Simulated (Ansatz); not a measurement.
**BSiN (triplet): wave-function methods side by side, def2-TZVPP**

One table from this session's results is given with a row withheld; the runs are named, their logs left out.

Method: def2-TZVPP, core rule «outside noble gas», up to 7 orbitals frozen; program: Ansatz 0.2.0, Gaussian basis.

To be run: UHF; ROHF; CCSD(T) on UHF.

2 further runs of the same task are left out: 2 set aside as unsound or not needed.

### What is computed

The geometry is a PBE0/def2-TZVP stationary point (not a proven minimum) of the parent state, kept for this charge and spin.

3 atoms, charge 0, spin multiplicity 3.

Atoms are counted from 1 here; the program's logs count them from 0.

Bond lengths: B1–Si2 2.078 Å, B1–N3 1.314 Å, Si2–N3 1.664 Å. Angles: Si2–B1–N3 53.1°, B1–Si2–N3 39.2°, B1–N3–Si2 87.7°.

The first run:

in.yaml

```yaml
crystal:
  periodic: [false, false, false]
  atoms:
    - {symbol: B, position_ang: [0.000000, 0.623020, 1.187620]}
    - {symbol: Si, position_ang: [0.000000, 0.060547, -0.812768]}
    - {symbol: N, position_ang: [0.000000, -0.602279, 0.713061]}
basis:
  gaussian: {orbitals: def2-TZVPP}
magnetization: {spin_polarized: true, initial_magnetization: 2}
hamiltonian: {xc: hf}
output: {orbitals: {seedname: orbitals}}
```

Launch:

```bash
$ ansatz run in.yaml --threads 1 --pin off --events-out ev --progress --plain --max-ram 2560MiB --backend cpu
```

Among the steps run: UHF; ROHF; CCSD(T) on UHF.

One table of the session follows, with a row left open; its other results are not shown here.

It belongs to the step «Misses and costs». 

| method | from UCCSD(T) (meV) |
| --- | --- |
| ROHF | +10548.0 |
| UHF | +10372.9 |
| UMP2 | ? |
| UCCSD | +602.5 |
| UCCSD(T) | 0 |

Q: Estimate the row for UMP2 from the others.

**Answer.** from UCCSD(T) (meV): +1030.3. In the column «from UCCSD(T) (meV)» it lies between UCCSD (+602.5) and UHF (+10372.9).
